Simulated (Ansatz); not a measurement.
in.yaml

```yaml
crystal:
  periodic: [false, false, false]
  atoms:
    - {symbol: Si, position_ang: [0.000000, 0.015493, 0.520743]}
    - {symbol: C, position_ang: [0.000000, -0.067882, -1.284914]}
    - {symbol: H, position_ang: [0.000009, 1.432439, 0.982077]}
    - {symbol: H, position_ang: [1.207154, -0.663745, 1.063509]}
    - {symbol: H, position_ang: [-1.207163, -0.663730, 1.063509]}
    - {symbol: H, position_ang: [0.000002, 0.272219, -2.308057]}
basis:
  gaussian: {orbitals: def2-SVP}
magnetization: {spin_polarized: true, initial_magnetization: 4}
correlation: {method: mp2, electrons: valence}
```

```sh
$ ansatz run in.yaml --threads 1 --pin off --events-out ev --progress --plain --max-ram 2393MiB
```

Output:

```
518 factors; integrals over basis functions are off by at most 1.1e-3 eV
mean field evaluation 1: about -8938.1606 eV, gradient 1.3e1 eV
mean field evaluation 2: about -8938.1615 eV, gradient 1.3e1 eV
mean field evaluation 4: about -8940.1528 eV, gradient 2.8e0 eV
mean field evaluation 8: about -8940.8408 eV, gradient 1.0e0 eV
mean field evaluation 16: about -8941.0515 eV, gradient 4.4e-5 eV
mean field evaluation 32: about -8940.3799 eV, gradient 4.4e-2 eV
mean field evaluation 64: about -8941.0569 eV, gradient 1.2e-2 eV
mean field evaluation 96: about -8941.0553 eV, gradient 3.0e-1 eV
mean field evaluation 128: about -8940.1495 eV, gradient 2.8e0 eV
mean field -8941.05695151 eV, -328.5777825019 hartree, gradient 1.3e-6 eV, S^2 6.034166; 12 other end points of the search recorded, 0 dependent functions left out
6 core orbitals not correlated: weight in the atoms' cores, before any rotation towards them, 1.000 or more for the frozen orbitals, at most 0.000 for the correlated occupied ones
reference -8941.05695151 eV, -328.5777825019 hartree; 8, 4 occupied and 38, 42 virtual orbitals, 518 factors
second order -4.77263731 eV of doubles, -0.00000000 eV of singles
Total energy: -8945.82958882 eV, -328.7531736879 hartree
```

Ran on 1 thread of Arm Neoverse V1, shared host: 2.4 s wall, 0.09 GiB peak host memory.
